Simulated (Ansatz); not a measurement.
```yaml
crystal:
  periodic: [false, false, false]
  atoms:
    - {symbol: F, position_ang: [0.000000, 0.000000, 0.000000]}
    - {symbol: Be, position_ang: [0.000000, 0.000000, 1.460100]}
basis:
  gaussian: {orbitals: def2-TZVP}
magnetization: {spin_polarized: true, initial_magnetization: 1}
hamiltonian: {xc: pbe0}
relax: {f_tol: 0.004, max_steps: 80}
```

```sh
$ ansatz run in.yaml --threads 1 --pin off --events-out ev --progress --plain --max-ram 2176MiB
```

Steps of the relaxation (energy above the last step; positions in Å, forces in eV/Å):

```
2
step 1, 116.9 meV
F     0.000    0.000    0.000    0.000    0.000    2.382
Be    0.000    0.000    1.460    0.000    0.000   -2.382
```

```
2
step 2, 30.8 meV
F     0.000    0.000    0.023    0.000    0.000    1.335
Be    0.000    0.000    1.437    0.000    0.000   -1.335
```

```
2
step 3, 1.8 meV
F     0.000    0.000    0.050    0.000    0.000   -0.361
Be    0.000    0.000    1.410    0.000    0.000    0.361
```

```
2
step 4, 0.0 meV
F     0.000    0.000    0.045    0.000    0.000   -0.020
Be    0.000    0.000    1.415    0.000    0.000    0.020
```

```
2
step 5, 0.0 meV
F     0.000    0.000    0.045    0.000    0.000   -0.001
Be    0.000    0.000    1.415    0.000    0.000    0.001
```

Close pairs at the end: F1–Be2 1.370 Å.

A stationary point of unrestricted PBE0 after 5 steps, with ⟨S²⟩ = 0.751 against 0.75 for a pure state. 3.9 s on 1 thread of Arm Neoverse V2, shared host.
